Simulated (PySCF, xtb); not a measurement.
Homolysis of single bonds, series In Cl-NH2. Isolated molecules, 0 K electronic values unless said otherwise. One relaxed conformer stands for each flexible species; it need not be the lowest. Strings in code marks are SMILES.

Quantity: homolytic bond dissociation enthalpy at 298 K (no spin–orbit term), in kcal/mol. Thermal and zero-point terms are GFN2-xTB rigid-rotor harmonic values (xtb).

Level 1: TPSSh-D3(BJ)/def2-TZVP // CAM-B3LYP-D3(BJ)/def2-TZVP (PySCF)
Level 2: B3LYP/6-31G* (LANL2DZ on In) // CAM-B3LYP-D3(BJ)/def2-TZVP (PySCF)
Level 3: PBE/6-31G* (LANL2DZ on In) // CAM-B3LYP-D3(BJ)/def2-TZVP (PySCF)
Level 4: HF/6-31G* (LANL2DZ on In) // CAM-B3LYP-D3(BJ)/def2-TZVP (PySCF)

| species | level 1 | level 2 | level 3 | level 4 |
|---|---|---|---|---|
| N–In bond of `[NH2][In]([Cl])[Cl]`, giving `[Cl][In][Cl]` and `[NH2]` | 64.0 | … | 72.5 | … |
| In–Cl bond of `[NH2][In]([NH2])[Cl]`, giving `[Cl]` and `[NH2][In][NH2]` | 92.2 | 93.8 | 94.2 | 75.8 |
| Cl–In bond of `[Cl][In]([Cl])[Cl]`, giving `[Cl]` and `[Cl][In][Cl]` | 83.9 | 81.6 | … | 60.1 |

Question: Fill in the missing entries.

Answer: 
- N–In bond of `[NH2][In]([Cl])[Cl]`, giving `[Cl][In][Cl]` and `[NH2]`, level 2: 70.9
- N–In bond of `[NH2][In]([Cl])[Cl]`, giving `[Cl][In][Cl]` and `[NH2]`, level 4: 45.3
- Cl–In bond of `[Cl][In]([Cl])[Cl]`, giving `[Cl]` and `[Cl][In][Cl]`, level 3: 83.7
